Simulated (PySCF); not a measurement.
Species: C3H3FO2.
Numbering: `[O:1]=[C:2]1[O:3][CH2:4][C@H:5]1[F:6]` (hydrogens: H7, H8 on C4; H9 on C5)

Computed by this run: PBE0-D3(BJ)/def2-SVP geometry optimisation, gas phase (PySCF 2.14.0); density fitting, grid level 1; the optimiser is geomeTRIC in internal coordinates, started from a GFN2-xTB structure with every atom displaced at random (about 0.01 Å).

Step 4: E = -9951.9023 eV
```
atom  x, y, z in Å  |  force x, y, z in eV/Å
O1      2.0932   -0.2429   -1.0868   -0.065   0.014   0.056
C2      1.0183   -0.2527   -0.5915    0.080   0.008  -0.068
O3      0.1755   -1.3032   -0.4156   -0.030  -0.031  -0.016
C4     -0.7950   -0.5008    0.2937   -0.072   0.018  -0.055
C5      0.0529    0.7486    0.0652    0.075  -0.036   0.145
F6      0.5306    1.3594    1.1758   -0.014   0.053  -0.021
H7     -0.8771   -0.7928    1.3507    0.032  -0.003  -0.017
H8     -1.7753   -0.5338   -0.2028    0.006  -0.004   0.031
H9     -0.3641    1.5024   -0.6208   -0.012  -0.019  -0.054
```

Step 5: E = -9951.9040 eV
```
atom  x, y, z in Å  |  force x, y, z in eV/Å
O1      2.0977   -0.2428   -1.0742    0.014  -0.012   0.006
C2      1.0186   -0.2532   -0.5905   -0.026   0.037  -0.010
O3      0.1688   -1.3007   -0.4271   -0.023  -0.038  -0.027
C4     -0.7969   -0.5008    0.2922   -0.007   0.020  -0.030
C5      0.0536    0.7476    0.0660    0.067   0.011   0.113
F6      0.5333    1.3657    1.1721   -0.046   0.018  -0.032
H7     -0.8686   -0.7977    1.3479    0.019  -0.014   0.009
H8     -1.7813   -0.5319   -0.1950   -0.003   0.005   0.015
H9     -0.3660    1.4979   -0.6234    0.005  -0.026  -0.043
```

Step 6: E = -9951.9065 eV
```
atom  x, y, z in Å  |  force x, y, z in eV/Å
O1      2.1081   -0.2469   -1.0466    0.094  -0.033  -0.051
C2      1.0195   -0.2531   -0.5875   -0.133   0.039   0.052
O3      0.1512   -1.2922   -0.4589   -0.011  -0.016  -0.022
C4     -0.7990   -0.5005    0.2906    0.067   0.007  -0.006
C5      0.0556    0.7466    0.0688    0.033   0.051   0.052
F6      0.5287    1.3826    1.1662   -0.057  -0.018  -0.024
H7     -0.8452   -0.8138    1.3426    0.001  -0.016   0.023
H8     -1.7938   -0.5230   -0.1735   -0.017   0.010  -0.004
H9     -0.3660    1.4846   -0.6339    0.023  -0.026  -0.020
```

**Question.** Estimate the geometry and energy of step 7. (The exact step hangs on the optimiser's Hessian estimate; all steps are aligned on step 6, rigid shifts and turns removed.)

**Answer.** E = -9951.9075 eV, largest force 0.102 eV/Å
```
atom  x, y, z in Å  |  force x, y, z in eV/Å
O1      2.1136   -0.2522   -1.0333    0.066  -0.024  -0.041
C2      1.0204   -0.2528   -0.5847   -0.091   0.016   0.044
O3      0.1396   -1.2851   -0.4804   -0.003   0.013  -0.005
C4     -0.7989   -0.4999    0.2905    0.057  -0.004  -0.003
C5      0.0578    0.7465    0.0724    0.002   0.033   0.004
F6      0.5182    1.3954    1.1656   -0.030  -0.022  -0.009
H7     -0.8291   -0.8259    1.3396   -0.006  -0.008   0.017
H8     -1.8007   -0.5154   -0.1586   -0.013   0.008  -0.005
H9     -0.3617    1.4735   -0.6433    0.018  -0.011   0.000
```

The energy changes by -0.0010 eV. The first-order estimate −F·Δx gives -0.0020 eV and the mean of the old and new forces, exact on a quadratic surface, -0.0013 eV. The step makes an angle of 79° with the force vector and moves no atom by more than 0.025 Å.

The cost below is that of the whole optimisation. Hardware: Arm Neoverse V1, one thread, shared host with 32 logical CPUs at a one-minute load of 20. Cost: 29 s, 0.41 GiB resident at most.
